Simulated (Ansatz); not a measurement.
`OC1(F)COC1`. Total charge 0; spin multiplicity 1. The geometry is a stationary point of PBE0-D4/def2-TZVP. It is one conformer, not always the lowest.

```xyz
11

O    -1.012    1.453    0.019
C    -0.182    0.454   -0.444
F     0.015    0.730   -1.754
C    -0.563   -1.001   -0.143
O     0.571   -1.135    0.725
C     1.094    0.147    0.348
H    -1.189    1.305    0.952
H    -1.512   -1.153    0.379
H    -0.503   -1.658   -1.016
H     1.988    0.067   -0.277
H     1.292    0.790    1.211
```

(1) What is the dipole moment at r2SCAN/def2-TZVPP? (Best estimate.)

(2) And with PBE, B3LYP, ωB97M-V? (Estimate.)

(3) Give the Mulliken charges with r2SCAN, PBE, B3LYP in def2-TZVPP. (An estimate is asked.)

Results:

(1) Computed: 1.50 D, with components (-0.32, -0.16, 1.46) D in this frame, pointing from negative to positive charge.

(2) Computed: PBE 1.47 D, B3LYP 1.51 D, ωB97M-V 1.51 D.

(3) Computed: 
| atom | r2SCAN | PBE | B3LYP |
| --- | --- | --- | --- |
| O1 | -0.32 | -0.25 | -0.29 |
| C2 | 0.36 | 0.31 | 0.37 |
| F3 | -0.21 | -0.17 | -0.21 |
| C4 | 0.08 | -0.03 | -0.01 |
| O5 | -0.34 | -0.26 | -0.33 |
| C6 | 0.08 | -0.03 | -0.01 |
| H7 | 0.21 | 0.19 | 0.19 |
| H8 | 0.03 | 0.06 | 0.07 |
| H9 | 0.04 | 0.07 | 0.08 |
| H10 | 0.04 | 0.07 | 0.08 |
| H11 | 0.03 | 0.06 | 0.07 |

B3LYP here is the variant with VWN-RPA as its local correlation; programs differ in this.
